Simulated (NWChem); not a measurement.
Species: NO2, doublet; SMILES [O]N=O

```xyz
3

O     -1.0929     0.0000    -0.1377
N      0.0000     0.0000     0.3148
O      1.0929     0.0000    -0.1377
```
Atoms are numbered in this order, from 1.

In the optimisation the excess spin sits in a1 (C2v, its own frame). Structure relaxed at the PBE0/def2-SVP, spin-unrestricted level. No stability test was run on the SCF state.

Symmetry labels are those of C2v in the frame above (b1 and b2, or b-type labels, depend on it).

Task: List the 4 lowest vertical excitations from LRC-wPBEh/def2-SVPD, spin-unrestricted, TDA (NWChem).

Result: 
```tsv
state	energy (eV)	oscillator strength	symmetry of the excitation	<S²>
state 1	2.97	0.001	b2	0.76
state 2	3.69	0.011	b1	0.80
state 3	4.12	0.000	a2	0.81
state 4	4.99	0.001	b1	2.71
```
